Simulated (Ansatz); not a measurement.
# Scan of BH$_{2}$, doublet

Starting geometry (PBE0/def2-TZVP stationary point for this spin, not checked as a minimum):

```xyz
3

B     0.0000   -0.0800    0.0000
H     0.0000    0.4291   -1.0770
H     0.0000    0.4291    1.0770
```

From there H2 moves along the line of the two atoms named below, all else staying in place; atoms are numbered as listed. Energies are in kJ/mol, counted from the starting geometry at the same level. Kohn–Sham curves are unrestricted where that lies lower.

Basis aug-cc-pVDZ; Ansatz 0.2.0. Only valence electrons are correlated (noble-gas cores frozen). Prefix R: restricted or restricted open-shell reference; prefix U: unrestricted. Active spaces: valence = (5e, 6o) chosen from the atoms' valence shells.

Unrestricted rows (U, and Kohn–Sham where it breaks symmetry) aren't spin-pure: their determinants' ⟨S²⟩ exceeds S(S+1) by up to 0.48, so they mix in states of higher spin. Runs in a small pair space aren't shown, since their orbitals change along the scan.

Full CI is exact within this basis and frozen core; it isn't the basis-set limit. The frozen core follows each run's orbitals, which can shift R against U totals by a few meV.

| distance B1-H2 (Å) | full CI | curve A | curve B | curve C | curve D |
| --- | --- | --- | --- | --- | --- |
| 0.962 | 104.8 | 111.0 | 101.3 | 104.8 | 98.7 |
| 1.075 | 24.1 | 30.2 | 19.9 | 24.0 | 21.6 |
| 1.191 | 0.0 | 0.0 | 0.0 | 0.0 | 0.0 |
| 1.340 | 16.5 | 21.7 | 7.6 | 16.6 | 18.5 |
| 1.487 | 58.2 | 62.5 | 45.5 | 58.2 | 61.4 |
| 1.619 | 103.8 | 107.6 | 87.9 | 103.9 | 108.2 |
| 1.933 | 209.8 | 208.2 | 189.9 | 209.9 | 219.0 |
| 2.152 | 267.3 | 265.7 | 242.4 | 267.6 | 280.5 |
| 2.646 | 328.4 | 326.2 | 288.4 | 328.7 | 349.1 |
| 3.291 | 335.5 | 329.1 | 286.1 | 335.7 | 369.7 |
| 4.139 | 335.8 | 328.6 | 284.7 | 336.0 | 373.6 |

Problem. The curves come from B3LYP, CASSCF (valence space), NEVPT2 (valence space), UCCSDT. Compare each with full CI and say which is which.

Solution. A: NEVPT2 (valence space), B: CASSCF (valence space), C: UCCSDT, D: B3LYP. Spread of the error against full CI, over the points where both stand: A 13.3, B 51.1, C 0.3, D 43.9 kJ/mol. B3LYP at 4.139 Å lies 37.8 kJ/mol (11 %) above the reference in this basis. CASSCF lacks dynamic correlation, of which the bound molecule has more, so its curve rises 51.1 kJ/mol too little out to 4.139 Å.

In so small a basis the reference is far from its limit while semilocal and hybrid functionals are nearer theirs, so the functionals' errors here hold much of the reference's basis and frozen-core error, which can add to them or hide them.
